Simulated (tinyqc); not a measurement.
Inside a calculation (part 1 of 3). Method: UKS/B3LYP (VWN-RPA form) in the sto-6g basis, for CH2, spin multiplicity 3. Computed by tinyqc, a small Python program that keeps every step (integrals from PySCF). Settings: charge = 0, multiplicity = 3, basis = sto-6g, energy threshold = 1e-08, iteration cap = 89, orthogonalisation = symmetric, start = core, DIIS depth = 3, method = UKS, functional = b3lyp, grid = [30, 26]. Command: `OMP_NUM_THREADS=1 python tinyqc.py 31767 31768 out.jsonl` (the two numbers bound the seeds that draw the settings). One thread of a shared host (Intel(R) Xeon(R) Processor @ 2.60GHz), about 4 s of CPU time with the checks. Later iterations appear only in the table of the cycle.

## One-electron integrals

Geometry (angstrom):
```
atom       x        y       z
C     0.0000   0.0000  0.0000
H     0.0000   0.9460  0.7080
H     0.0000  -0.9460  0.7080
```

Basis sto-6g: exponents (1/bohr^2) and contraction coefficients of normalised primitives:
```
element  l (shell)  exponent  coefficient
C            s (1)  742.7370       0.0092
C            s (1)  136.1800       0.0494
C            s (1)   38.0983       0.1685
C            s (1)   13.0878       0.3706
C            s (1)    5.0824       0.4165
C            s (1)    2.0932       0.1303
C            s (2)   30.4972      -0.0133
C            s (2)    6.0362      -0.0470
C            s (2)    1.8760      -0.0338
C            s (2)    0.7218       0.2502
C            s (2)    0.3135       0.5951
C            s (2)    0.1437       0.2407
C            p (3)   30.4972       0.0038
C            p (3)    6.0362       0.0377
C            p (3)    1.8760       0.1739
C            p (3)    0.7218       0.4180
C            p (3)    0.3135       0.4259
C            p (3)    0.1437       0.1017
H            s (1)   35.5232       0.0092
H            s (1)    6.5131       0.0494
H            s (1)    1.8221       0.1685
H            s (1)    0.6260       0.3706
H            s (1)    0.2431       0.4165
H            s (1)    0.1001       0.1303
```

Overlap, kinetic and nuclear-attraction integrals over the contracted functions; the nuclear repulsion is the sum of Za Zb / Rab.

nuclear repulsion = 5.653865 hartree

overlap S:
```
         1C 1s   1C 2s  1C 2px   1C 2py  1C 2pz   2H 1s    3H 1s
1C 1s   1.0000  0.2432  0.0000   0.0000  0.0000  0.0524   0.0524
1C 2s   0.2432  1.0000  0.0000   0.0000  0.0000  0.4400   0.4400
1C 2px  0.0000  0.0000  1.0000   0.0000  0.0000  0.0000   0.0000
1C 2py  0.0000  0.0000  0.0000   1.0000  0.0000  0.3479  -0.3479
1C 2pz  0.0000  0.0000  0.0000   0.0000  1.0000  0.2604   0.2604
2H 1s   0.0524  0.4400  0.0000   0.3479  0.2604  1.0000   0.1423
3H 1s   0.0524  0.4400  0.0000  -0.3479  0.2604  0.1423   1.0000
```

kinetic energy T (hartree):
```
          1C 1s    1C 2s  1C 2px   1C 2py  1C 2pz    2H 1s    3H 1s
1C 1s   16.0686  -0.4928  0.0000   0.0000  0.0000  -0.0091  -0.0091
1C 2s   -0.4928   0.4924  0.0000   0.0000  0.0000   0.0788   0.0788
1C 2px   0.0000   0.0000  1.4792   0.0000  0.0000   0.0000   0.0000
1C 2py   0.0000   0.0000  0.0000   1.4792  0.0000   0.1685  -0.1685
1C 2pz   0.0000   0.0000  0.0000   0.0000  1.4792   0.1261   0.1261
2H 1s   -0.0091   0.0788  0.0000   0.1685  0.1261   0.7685  -0.0102
3H 1s   -0.0091   0.0788  0.0000  -0.1685  0.1261  -0.0102   0.7685
```

nuclear attraction V (hartree):
```
           1C 1s    1C 2s   1C 2px   1C 2py   1C 2pz    2H 1s    3H 1s
1C 1s   -34.9037  -3.8363   0.0000   0.0000  -0.0182  -0.9312  -0.9312
1C 2s    -3.8363  -6.0392   0.0000   0.0000  -0.1837  -2.2287  -2.2287
1C 2px    0.0000   0.0000  -5.9666   0.0000   0.0000   0.0000   0.0000
1C 2py    0.0000   0.0000   0.0000  -6.1058   0.0000  -1.6280   1.6280
1C 2pz   -0.0182  -0.1837   0.0000   0.0000  -6.0445  -1.2627  -1.2627
2H 1s    -0.9312  -2.2287   0.0000  -1.6280  -1.2627  -4.1663  -0.6383
3H 1s    -0.9312  -2.2287   0.0000   1.6280  -1.2627  -0.6383  -4.1663
```

core Hamiltonian H = T + V (hartree):
```
           1C 1s    1C 2s   1C 2px   1C 2py   1C 2pz    2H 1s    3H 1s
1C 1s   -18.8350  -4.3291   0.0000   0.0000  -0.0182  -0.9403  -0.9403
1C 2s    -4.3291  -5.5468   0.0000   0.0000  -0.1837  -2.1498  -2.1498
1C 2px    0.0000   0.0000  -4.4873   0.0000   0.0000   0.0000   0.0000
1C 2py    0.0000   0.0000   0.0000  -4.6266   0.0000  -1.4595   1.4595
1C 2pz   -0.0182  -0.1837   0.0000   0.0000  -4.5653  -1.1366  -1.1366
2H 1s    -0.9403  -2.1498   0.0000  -1.4595  -1.1366  -3.3977  -0.6485
3H 1s    -0.9403  -2.1498   0.0000   1.4595  -1.1366  -0.6485  -3.3977
```

## Two-electron integrals

Functions are numbered as in S; the eight-fold symmetry (ij|kl) = (ji|kl) = (kl|ij) leaves the list below.

Two-electron integrals (ij|kl) in chemists' order, unique and non-zero (hartree):
```
(11|11) 3.5437      (21|11) 0.5295      (21|21) 0.1003      (22|11) 0.8536
(22|21) 0.1999      (22|22) 0.6248      (31|31) 0.0213      (32|31) 0.0319
(32|32) 0.1381      (33|11) 0.8536      (33|21) 0.1999      (33|22) 0.6248
(33|33) 0.6732      (41|41) 0.0213      (42|41) 0.0319      (42|42) 0.1381
(43|43) 0.0363      (44|11) 0.8536      (44|21) 0.1999      (44|22) 0.6248
(44|33) 0.6007      (44|44) 0.6732      (51|51) 0.0213      (52|51) 0.0319
(52|52) 0.1381      (53|53) 0.0363      (54|54) 0.0363      (55|11) 0.8536
(55|21) 0.1999      (55|22) 0.6248      (55|33) 0.6007      (55|44) 0.6007
(55|55) 0.6732      (61|11) 0.1202      (61|21) 0.0219      (61|22) 0.0430
(61|33) 0.0428      (61|41) 0.0012      (61|42) 0.0022      (61|44) 0.0431
(61|51) 0.0009      (61|52) 0.0017      (61|54) 2.34e-04    (61|55) 0.0430
(61|61) 0.0049      (62|11) 0.2877      (62|21) 0.0684      (62|22) 0.2353
(62|33) 0.2298      (62|41) 0.0056      (62|42) 0.0372      (62|44) 0.2405
(62|51) 0.0042      (62|52) 0.0278      (62|54) 0.0080      (62|55) 0.2358
(62|61) 0.0154      (62|62) 0.1172      (63|31) 0.0073      (63|32) 0.0375
(63|43) 0.0073      (63|53) 0.0054      (63|63) 0.0143      (64|11) 0.1983
(64|21) 0.0478      (64|22) 0.1742      (64|33) 0.1655      (64|41) 0.0107
(64|42) 0.0628      (64|44) 0.1874      (64|51) 0.0025      (64|52) 0.0189
(64|54) 0.0110      (64|55) 0.1696      (64|61) 0.0113      (64|62) 0.1030
(64|64) 0.1031      (65|11) 0.1484      (65|21) 0.0358      (65|22) 0.1304
(65|33) 0.1239      (65|41) 0.0025      (65|42) 0.0189      (65|44) 0.1294
(65|51) 0.0092      (65|52) 0.0516      (65|54) 0.0114      (65|55) 0.1378
(65|61) 0.0085      (65|62) 0.0771      (65|64) 0.0665      (65|65) 0.0640
(66|11) 0.4407      (66|21) 0.1068      (66|22) 0.4170      (66|33) 0.3951
(66|41) 0.0109      (66|42) 0.0969      (66|44) 0.4372      (66|51) 0.0081
(66|52) 0.0725      (66|54) 0.0315      (66|55) 0.4187      (66|61) 0.0245
(66|62) 0.2644      (66|64) 0.2565      (66|65) 0.1920      (66|66) 0.7750
(71|11) 0.1202      (71|21) 0.0219      (71|22) 0.0430      (71|33) 0.0428
(71|41) -0.0012     (71|42) -0.0022     (71|44) 0.0431      (71|51) 0.0009
(71|52) 0.0017      (71|54) -2.34e-04   (71|55) 0.0430      (71|61) 0.0048
(71|62) 0.0145      (71|64) 0.0096      (71|65) 0.0080      (71|66) 0.0226
(71|71) 0.0049      (72|11) 0.2877      (72|21) 0.0684      (72|22) 0.2353
(72|33) 0.2298      (72|41) -0.0056     (72|42) -0.0372     (72|44) 0.2405
(72|51) 0.0042      (72|52) 0.0278      (72|54) -0.0080     (72|55) 0.2358
(72|61) 0.0145      (72|62) 0.0858      (72|64) 0.0540      (72|65) 0.0550
(72|66) 0.1524      (72|71) 0.0154      (72|72) 0.1172      (73|31) 0.0073
(73|32) 0.0375      (73|43) -0.0073     (73|53) 0.0054      (73|63) 0.0098
(73|73) 0.0143      (74|11) -0.1983     (74|21) -0.0478     (74|22) -0.1742
(74|33) -0.1655     (74|41) 0.0107      (74|42) 0.0628      (74|44) -0.1874
(74|51) -0.0025     (74|52) -0.0189     (74|54) 0.0110      (74|55) -0.1696
(74|61) -0.0096     (74|62) -0.0540     (74|64) -0.0252     (74|65) -0.0339
(74|66) -0.0884     (74|71) -0.0113     (74|72) -0.1030     (74|74) 0.1031
(75|11) 0.1484      (75|21) 0.0358      (75|22) 0.1304      (75|33) 0.1239
(75|41) -0.0025     (75|42) -0.0189     (75|44) 0.1294      (75|51) 0.0092
(75|52) 0.0516      (75|54) -0.0114     (75|55) 0.1378      (75|61) 0.0080
(75|62) 0.0550      (75|64) 0.0339      (75|65) 0.0443      (75|66) 0.1037
(75|71) 0.0085      (75|72) 0.0771      (75|74) -0.0665     (75|75) 0.0640
(76|11) 0.0792      (76|21) 0.0189      (76|22) 0.0684      (76|33) 0.0664
(76|44) 0.0682      (76|51) 0.0019      (76|52) 0.0135      (76|55) 0.0708
(76|61) 0.0042      (76|62) 0.0316      (76|64) 0.0240      (76|65) 0.0228
(76|66) 0.0682      (76|71) 0.0042      (76|72) 0.0316      (76|74) -0.0240
(76|75) 0.0228      (76|76) 0.0105      (77|11) 0.4407      (77|21) 0.1068
(77|22) 0.4170      (77|33) 0.3951      (77|41) -0.0109     (77|42) -0.0969
(77|44) 0.4372      (77|51) 0.0081      (77|52) 0.0725      (77|54) -0.0315
(77|55) 0.4187      (77|61) 0.0226      (77|62) 0.1524      (77|64) 0.0884
(77|65) 0.1037      (77|66) 0.2783      (77|71) 0.0245      (77|72) 0.2644
(77|74) -0.2565     (77|75) 0.1920      (77|76) 0.0682      (77|77) 0.7750
```

## Orthogonalisation

S = U s U^T; symmetric (Loewdin) form X = U s^(-1/2) U^T, so that X^T S X = 1.

eigenvalues of S: 0.3268  0.4318  0.8659  1.0000  1.1052  1.4259  1.8444

X:
```
          1C 1s    1C 2s  1C 2px   1C 2py   1C 2pz    2H 1s    3H 1s
1C 1s    1.0254  -0.1460  0.0000   0.0000  -0.0113   0.0224   0.0224
1C 2s   -0.1460   1.2343  0.0000   0.0000   0.1223  -0.2966  -0.2966
1C 2px   0.0000   0.0000  1.0000   0.0000   0.0000   0.0000   0.0000
1C 2py   0.0000   0.0000  0.0000   1.1307   0.0000  -0.2395   0.2395
1C 2pz  -0.0113   0.1223  0.0000   0.0000   1.0708  -0.1724  -0.1724
2H 1s    0.0224  -0.2966  0.0000  -0.2395  -0.1724   1.2048  -0.0238
3H 1s    0.0224  -0.2966  0.0000   0.2395  -0.1724  -0.0238   1.2048
```

## Starting guess

The start is the orbitals of the core Hamiltonian; D(s) = C_occ C_occ^T for each spin.

D(alpha) at the start:
```
          1C 1s    1C 2s  1C 2px   1C 2py   1C 2pz    2H 1s    3H 1s
1C 1s    1.0705  -0.3072  0.0000   0.0000  -0.0298   0.0431   0.0431
1C 2s   -0.3072   1.3263  0.0000   0.0000   0.1718  -0.1749  -0.1749
1C 2px   0.0000   0.0000  1.0000   0.0000   0.0000   0.0000   0.0000
1C 2py   0.0000   0.0000  0.0000   1.1810   0.0000  -0.1552   0.1552
1C 2pz  -0.0298   0.1718  0.0000   0.0000   1.1093  -0.1290  -0.1290
2H 1s    0.0431  -0.1749  0.0000  -0.1552  -0.1290   0.0539   0.0131
3H 1s    0.0431  -0.1749  0.0000   0.1552  -0.1290   0.0131   0.0539
```

D(beta) at the start:
```
          1C 1s    1C 2s  1C 2px   1C 2py   1C 2pz    2H 1s    3H 1s
1C 1s    1.0590  -0.2574  0.0000   0.0000  -0.1254   0.0465   0.0465
1C 2s   -0.2574   1.1096  0.0000   0.0000   0.5876  -0.1898  -0.1898
1C 2px   0.0000   0.0000  0.0000   0.0000   0.0000   0.0000   0.0000
1C 2py   0.0000   0.0000  0.0000   1.1810   0.0000  -0.1552   0.1552
1C 2pz  -0.1254   0.5876  0.0000   0.0000   0.3113  -0.1005  -0.1005
2H 1s    0.0465  -0.1898  0.0000  -0.1552  -0.1005   0.0529   0.0121
3H 1s    0.0465  -0.1898  0.0000   0.1552  -0.1005   0.0121   0.0529
```

## Iteration 1: exchange-correlation on the grid

Becke grid with 30 radial and 26 angular points per atom, points of zero weight dropped. rho = sum D_ij phi_i phi_j; V_xc,ij = sum w v_xc phi_i phi_j plus the gradient terms; v_xc is d(rho eps)/d rho(s) for spin s at fixed gradient. Exact exchange is left to K.

The 12 grid points with the largest w rho, of 2330 (bohr, atomic units):
```
x              y       z       w  rho(alpha)  rho(beta)   eps_xc  v_xc(alpha)
0.0000    0.0000  1.2181  0.2102      0.1629     0.1228  -0.4544      -0.5751
0.0000    1.2181  0.0000  0.1928      0.1538     0.1454  -0.4601      -0.5698
0.0000   -1.2181  0.0000  0.1928      0.1538     0.1454  -0.4601      -0.5698
0.0000    0.0000  1.4807  0.3337      0.0938     0.0704  -0.3922      -0.4776
0.0000    0.9902  0.0000  0.1202      0.2291     0.2176  -0.5121      -0.6531
0.0000   -0.9902  0.0000  0.1202      0.2291     0.2176  -0.5121      -0.6531
0.0000    0.0000  0.9902  0.1230      0.2409     0.1810  -0.5040      -0.6582
0.0000    1.4807  0.0000  0.2608      0.0873     0.0820  -0.3958      -0.4720
0.0000   -1.4807  0.0000  0.2608      0.0873     0.0820  -0.3958      -0.4720
-0.8613   0.0000  0.8613  0.1722      0.1602     0.0930  -0.4412      -0.5664
0.8613    0.0000  0.8613  0.1722      0.1602     0.0930  -0.4412      -0.5664
-1.0470   0.0000  1.0470  0.2871      0.0944     0.0544  -0.3828      -0.4729
```

electrons on the grid, sum of w rho = 8.0194

E_xc = sum of w rho eps_xc = -5.449273 hartree

V_xc(alpha) (hartree):
```
          1C 1s    1C 2s   1C 2px   1C 2py   1C 2pz    2H 1s    3H 1s
1C 1s   -1.8862  -0.2535   0.0000   0.0000  -0.0021  -0.0594  -0.0594
1C 2s   -0.2535  -0.5214   0.0000   0.0000  -0.0091  -0.1777  -0.1777
1C 2px   0.0000   0.0000  -0.5185   0.0000   0.0000   0.0000   0.0000
1C 2py   0.0000   0.0000   0.0000  -0.5238   0.0000  -0.1232   0.1232
1C 2pz  -0.0021  -0.0091   0.0000   0.0000  -0.5219  -0.0940  -0.0940
2H 1s   -0.0594  -0.1777   0.0000  -0.1232  -0.0940  -0.2568  -0.0483
3H 1s   -0.0594  -0.1777   0.0000   0.1232  -0.0940  -0.0483  -0.2568
```

V_xc(beta) (hartree):
```
          1C 1s    1C 2s   1C 2px   1C 2py   1C 2pz    2H 1s    3H 1s
1C 1s   -1.8682  -0.2404   0.0000   0.0000  -0.0073  -0.0572  -0.0572
1C 2s   -0.2404  -0.4477   0.0000   0.0000  -0.0543  -0.1664  -0.1664
1C 2px   0.0000   0.0000  -0.4242   0.0000   0.0000   0.0000   0.0000
1C 2py   0.0000   0.0000   0.0000  -0.4910   0.0000  -0.1226   0.1226
1C 2pz  -0.0073  -0.0543   0.0000   0.0000  -0.4280  -0.0978  -0.0978
2H 1s   -0.0572  -0.1664   0.0000  -0.1226  -0.0978  -0.2797  -0.0462
3H 1s   -0.0572  -0.1664   0.0000   0.1226  -0.0978  -0.0462  -0.2797
```

## Iteration 1: building the Kohn-Sham matrix

J_ij = sum D_kl (ij|kl) with D = D(alpha) + D(beta), K_ij = sum D_kl (ik|jl) for each spin; F = H + J - 0.2 K(s) + V_xc; E = tr D H + tr D J / 2 - 0.1 sum_s tr D(s) K(s) + E_xc + E_nn.

Coulomb J (hartree):
```
          1C 1s   1C 2s  1C 2px   1C 2py  1C 2pz   2H 1s    3H 1s
1C 1s   12.4493  2.2971  0.0000   0.0000  0.0263  0.5084   0.5084
1C 2s    2.2971  5.5311  0.0000   0.0000  0.1051  2.0276   2.0276
1C 2px   0.0000  0.0000  5.5080   0.0000  0.0000  0.0000   0.0000
1C 2py   0.0000  0.0000  0.0000   5.5681  0.0000  1.4713  -1.4713
1C 2pz   0.0263  0.1051  0.0000   0.0000  5.5171  1.1213   1.1213
2H 1s    0.5084  2.0276  0.0000   1.4713  1.1213  3.4344   0.5818
3H 1s    0.5084  2.0276  0.0000  -1.4713  1.1213  0.5818   3.4344
```

exchange K(alpha) (hartree):
```
         1C 1s    1C 2s  1C 2px   1C 2py   1C 2pz   2H 1s    3H 1s
1C 1s   3.6761   0.6296  0.0000   0.0000   0.0003  0.1489   0.1489
1C 2s   0.6296   1.0923  0.0000   0.0000  -0.0005  0.3502   0.3502
1C 2px  0.0000   0.0000  0.9122   0.0000   0.0000  0.0000   0.0000
1C 2py  0.0000   0.0000  0.0000   0.9043   0.0000  0.1951  -0.1951
1C 2pz  0.0003  -0.0005  0.0000   0.0000   0.9077  0.1443   0.1443
2H 1s   0.1489   0.3502  0.0000   0.1951   0.1443  0.1998   0.0941
3H 1s   0.1489   0.3502  0.0000  -0.1951   0.1443  0.0941   0.1998
```

exchange K(beta) (hartree):
```
         1C 1s   1C 2s  1C 2px   1C 2py  1C 2pz   2H 1s    3H 1s
1C 1s   3.6287  0.5695  0.0000   0.0000  0.0159  0.1360   0.1360
1C 2s   0.5695  0.7170  0.0000   0.0000  0.3063  0.2840   0.2840
1C 2px  0.0000  0.0000  0.1815   0.0000  0.0000  0.0000   0.0000
1C 2py  0.0000  0.0000  0.0000   0.8096  0.0000  0.1816  -0.1816
1C 2pz  0.0159  0.3063  0.0000   0.0000  0.3197  0.1512   0.1512
2H 1s   0.1360  0.2840  0.0000   0.1816  0.1512  0.1757   0.0774
3H 1s   0.1360  0.2840  0.0000  -0.1816  0.1512  0.0774   0.1757
```

F(alpha) (hartree):
```
          1C 1s    1C 2s  1C 2px   1C 2py   1C 2pz    2H 1s    3H 1s
1C 1s   -9.0072  -2.4114  0.0000   0.0000   0.0059  -0.5211  -0.5211
1C 2s   -2.4114  -0.7556  0.0000   0.0000  -0.0876  -0.3699  -0.3699
1C 2px   0.0000   0.0000  0.3197   0.0000   0.0000   0.0000   0.0000
1C 2py   0.0000   0.0000  0.0000   0.2369   0.0000  -0.1504   0.1504
1C 2pz   0.0059  -0.0876  0.0000   0.0000   0.2484  -0.1382  -0.1382
2H 1s   -0.5211  -0.3699  0.0000  -0.1504  -0.1382  -0.2601  -0.1338
3H 1s   -0.5211  -0.3699  0.0000   0.1504  -0.1382  -0.1338  -0.2601
```

F(beta) (hartree):
```
          1C 1s    1C 2s  1C 2px   1C 2py   1C 2pz    2H 1s    3H 1s
1C 1s   -8.9797  -2.3863  0.0000   0.0000  -0.0024  -0.5163  -0.5163
1C 2s   -2.3863  -0.6068  0.0000   0.0000  -0.1941  -0.3454  -0.3454
1C 2px   0.0000   0.0000  0.5602   0.0000   0.0000   0.0000   0.0000
1C 2py   0.0000   0.0000  0.0000   0.2886   0.0000  -0.1471   0.1471
1C 2pz  -0.0024  -0.1941  0.0000   0.0000   0.4599  -0.1433  -0.1433
2H 1s   -0.5163  -0.3454  0.0000  -0.1471  -0.1433  -0.2781  -0.1283
3H 1s   -0.5163  -0.3454  0.0000   0.1471  -0.1433  -0.1283  -0.2781
```

total energy of this density = -37.521023 hartree

## Iteration 1: diagonalisation and new density

Diagonalise F' = X^T F X, C = X C', fill 5 alpha and 3 beta electrons from the bottom; D(s) = C_occ C_occ^T. Each column has its largest component positive (the first on a tie).

F' = X^T F X (alpha) (hartree):
```
         1        2       3        4        5        6        7
1  -8.8084  -1.3443  0.0000   0.0000  -0.0112  -0.0719  -0.0719
2  -1.3443  -0.0948  0.0000   0.0000   0.0702  -0.2519  -0.2519
3   0.0000   0.0000  0.3197   0.0000   0.0000   0.0000   0.0000
4   0.0000   0.0000  0.0000   0.4513   0.0000  -0.2532   0.2532
5  -0.0112   0.0702  0.0000   0.0000   0.3617  -0.1841  -0.1841
6  -0.0719  -0.2519  0.0000  -0.2532  -0.1841  -0.0206  -0.0342
7  -0.0719  -0.2519  0.0000   0.2532  -0.1841  -0.0342  -0.0206
```

orbital energies (alpha) (hartree): MO1 -9.0137, MO2 -0.3577, MO3 -0.1872, MO4 0.1759, MO5 0.3197, MO6 0.5993, MO7 0.6521

coefficients C (alpha):
```
            MO1      MO2      MO3      MO4     MO5      MO6      MO7
1C 1s    0.9924  -0.1536   0.0000  -0.2042  0.0000  -0.1542   0.0000
1C 2s    0.0333   0.3693   0.0000   0.9043  0.0000   0.8835   0.0000
1C 2px   0.0000   0.0000   0.0000   0.0000  1.0000   0.0000   0.0000
1C 2py   0.0000   0.0000   0.2576   0.0000  0.0000   0.0000   1.1518
1C 2pz   0.0035   0.1245   0.0000  -0.5518  0.0000   0.9493   0.0000
2H 1s   -0.0080   0.4687   0.6406  -0.3273  0.0000  -0.6990  -0.6338
3H 1s   -0.0080   0.4687  -0.6406  -0.3273  0.0000  -0.6990   0.6338
```

F' = X^T F X (beta) (hartree):
```
         1        2       3        4        5        6        7
1  -8.7838  -1.3402  0.0000   0.0000  -0.0064  -0.0727  -0.0727
2  -1.3402   0.0581  0.0000   0.0000  -0.0313  -0.2406  -0.2406
3   0.0000   0.0000  0.5602   0.0000   0.0000   0.0000   0.0000
4   0.0000   0.0000  0.0000   0.5111   0.0000  -0.2552   0.2552
5  -0.0064  -0.0313  0.0000   0.0000   0.5797  -0.1908  -0.1908
6  -0.0727  -0.2406  0.0000  -0.2552  -0.1908  -0.0528  -0.0327
7  -0.0727  -0.2406  0.0000   0.2552  -0.1908  -0.0327  -0.0528
```

orbital energies (beta) (hartree): MO1 -8.9851, MO2 -0.3435, MO3 -0.2026, MO4 0.4023, MO5 0.5602, MO6 0.6937, MO7 0.6948

coefficients C (beta):
```
            MO1      MO2      MO3      MO4     MO5      MO6      MO7
1C 1s    0.9931  -0.1285   0.0000  -0.2521  0.0000   0.0000  -0.0870
1C 2s    0.0304   0.2555   0.0000   1.1593  0.0000   0.0000   0.5705
1C 2px   0.0000   0.0000   0.0000   0.0000  1.0000   0.0000   0.0000
1C 2py   0.0000   0.0000   0.2081   0.0000  0.0000   1.1618   0.0000
1C 2pz   0.0044   0.1314   0.0000  -0.2249  0.0000   0.0000   1.0739
2H 1s   -0.0075   0.5228   0.6672  -0.4786  0.0000  -0.6058  -0.5596
3H 1s   -0.0075   0.5228  -0.6672  -0.4786  0.0000   0.6058  -0.5596
```

D(alpha) after iteration 1:
```
          1C 1s    1C 2s  1C 2px   1C 2py   1C 2pz    2H 1s    3H 1s
1C 1s    1.0501  -0.2084  0.0000   0.0000   0.0970  -0.0130  -0.0130
1C 2s   -0.2084   0.9552  0.0000   0.0000  -0.4529  -0.1232  -0.1232
1C 2px   0.0000   0.0000  1.0000   0.0000   0.0000   0.0000   0.0000
1C 2py   0.0000   0.0000  0.0000   0.0664   0.0000   0.1650  -0.1650
1C 2pz   0.0970  -0.4529  0.0000   0.0000   0.3200   0.2389   0.2389
2H 1s   -0.0130  -0.1232  0.0000   0.1650   0.2389   0.7372  -0.0835
3H 1s   -0.0130  -0.1232  0.0000  -0.1650   0.2389  -0.0835   0.7372
```

D(beta) after iteration 1:
```
          1C 1s    1C 2s  1C 2px   1C 2py   1C 2pz    2H 1s    3H 1s
1C 1s    1.0028  -0.0027  0.0000   0.0000  -0.0126  -0.0746  -0.0746
1C 2s   -0.0027   0.0662  0.0000   0.0000   0.0337   0.1333   0.1333
1C 2px   0.0000   0.0000  0.0000   0.0000   0.0000   0.0000   0.0000
1C 2py   0.0000   0.0000  0.0000   0.0433   0.0000   0.1388  -0.1388
1C 2pz  -0.0126   0.0337  0.0000   0.0000   0.0173   0.0687   0.0687
2H 1s   -0.0746   0.1333  0.0000   0.1388   0.0687   0.7184  -0.1718
3H 1s   -0.0746   0.1333  0.0000  -0.1388   0.0687  -0.1718   0.7184
```
